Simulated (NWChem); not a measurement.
System: N₂H cation; SMILES N#[NH+]

```xyz
3

N      0.0000     0.0000     0.6578
N      0.0000     0.0000    -0.4350
H      0.0000     0.0000    -1.4794
```
Atoms are numbered in this order, from 1.

Program: NWChem. Structure relaxed at the PBE0/def2-SVP level. Hartree-Fock couplings suffer from near triplet instabilities. Isotropic indirect couplings, all four terms, static geometry, non-relativistic.

Predict the results for Hartree-Fock/pcJ-1. Quantities: J(14N atom 1, 14N atom 2) (Hz); J(14N atom 1, 1H atom 3) (Hz); J(14N atom 2, 1H atom 3) (Hz).

The J(14N atom 1, 14N atom 2) (Hz) comes out as 28.5. The J(14N atom 1, 1H atom 3) (Hz) comes out as -15.4 and the J(14N atom 2, 1H atom 3) (Hz) comes out as 183.1.
